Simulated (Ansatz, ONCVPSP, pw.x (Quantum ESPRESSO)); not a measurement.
## Equation-of-state test of one ONCV potential (Sb (Z = 51))

```json
{
 "Element": "antimony",
 "Generator": "ONCVPSP 4.0.1",
 "Type": "optimised norm-conserving Vanderbilt (ONCV)",
 "Functional": "PBEsol",
 "Relativity": "scalar-relativistic",
 "Frozen core": "[Kr] 4d10",
 "Valence charge": "5",
 "Reference configuration": "5s2 5p3",
 "Partial waves": "5s: rc 2.00 bohr, ncon 3, nbas 7, qcut 3.2 1/bohr, 2 projectors, debl 2.5 Ha; 5p: rc 2.00 bohr, ncon 4, nbas 8, qcut 4.5 1/bohr, local",
 "Local potential": "the p channel",
 "Core correction": "Teter function, fcfact 3.75, rcfact 1.5"
}
```

Atomic tests: cutoffs needed: 11 Ha and 34 Ha (the cutoffs (Ha) at which the residual kinetic energy of the hardest occupied pseudo-wave falls to 1 and 0.1 mHa per electron); ghost test: no bound ghost flagged; no localised positive-energy state flagged; largest excitation error: -1108 meV (all-electron minus pseudo) for 5s1 5p0, out of 4 test configurations.

Crystal test: fcc Sb in pw.x 7.5, no spin, 12³ k-points, Fermi–Dirac smearing 0.01 Ry, cutoffs 80/320 Ry. The reference is all-electron LAPW (Ansatz 0.2.0) with the same functional, mesh and smearing; V0 and B0 come from Birch–Murnaghan fits to the pressures at five volumes. Errors are pseudo minus all-electron; Δ is the rms difference of the E(V) curves that follow from these fits, minima aligned, over ±6 % about the mean V0. Mesh and smearing are coarse, so the numbers serve the comparison and aren't converged zero-temperature values; the lattice is a test structure that the element need not adopt.

All-electron: a0 = 4.719 Å (V0 = 26.28 Å³/atom), B0 = 66.0 GPa.

**Question.** How far does the potential miss the all-electron equation of state?

**Answer.** mean pressure error (GPa): -10.75. The pressure does not cross zero within the volumes sampled, so no fit is given. This is a poor potential for the solid.

```csv
V (Å³/atom),P all-electron (GPa),P pseudo (GPa)
25.018,3.60,-9.20
25.677,1.60,-10.08
26.335,-0.15,-10.81
26.993,-1.68,-11.41
27.652,-3.01,-11.91
```

**Question.** At the middle volume, how do free energy and pressure move when the wave cutoff is lowered (ecutrho kept at four times it)?

**Answer.**

```
cutoff (Ry)  shift of F (meV/atom)  shift of P (GPa)
         36                  +30.7             -0.29
         48                  +22.5             -0.03
         64                   +6.7             -0.31
```

The run at the middle volume (72 k-points, 6 iterations) took about 7.6 s on one core of a shared host (Intel(R) Xeon(R) 6975P-C, 192 threads, 1512 GiB, load 74).
